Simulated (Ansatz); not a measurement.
Start from `O=CCC1CO1` and change one atom or group to get `OCC1CO1`.

Ansatz, PBE0-D4/def2-TZVP geometries, multiplicity 1. Each molecule was computed in one conformer, which needn't be the lowest.

```json
{"property": "HOMO energy (B3LYP/def2-TZVPP) / eV", "`O=CCC1CO1`": "-7.35"}
{"property": "HOMO energy (PBE0/def2-TZVPP) / eV", "`O=CCC1CO1`": "-7.57"}
{"property": "zero-point energy (PBE0-D4/def2-TZVP) / kJ/mol", "`O=CCC1CO1`": "250.3"}
{"property": "HOMO–LUMO gap (ωB97M-V/def2-TZVPP) / eV", "`O=CCC1CO1`": "11.46"}
{"property": "HOMO energy (ωB97M-V/def2-TZVPP) / eV", "`O=CCC1CO1`": "-9.98"}
{"property": "size of the dipole moment (B3LYP/def2-TZVPP) / D", "`O=CCC1CO1`": "1.59"}
```

**Question.** What does the change do to each property? (Estimate.)

**Answer.** Computed: 
```csv
property,`OCC1CO1`,shift
HOMO energy (B3LYP/def2-TZVPP) / eV,-7.58,-0.23
HOMO energy (PBE0/def2-TZVPP) / eV,-7.82,-0.25
zero-point energy (PBE0-D4/def2-TZVP) / kJ/mol,240.1,-10.2
HOMO–LUMO gap (ωB97M-V/def2-TZVPP) / eV,13.13,1.67
HOMO energy (ωB97M-V/def2-TZVPP) / eV,-10.26,-0.28
size of the dipole moment (B3LYP/def2-TZVPP) / D,1.94,0.35
```

With PBE0 the HOMO falls by 0.25 eV and the LUMO rises by 2.19 eV, so the gap widens by about 2.44 eV. PBE moves the HOMO by -0.21 eV and ωB97M-V by -0.28 eV. The zero-point energy changes by -10.2 kJ/mol with -3 modes. Dipoles are sizes alone; their direction can turn.

B3LYP here is the variant with VWN-RPA as its local correlation; programs differ in this.
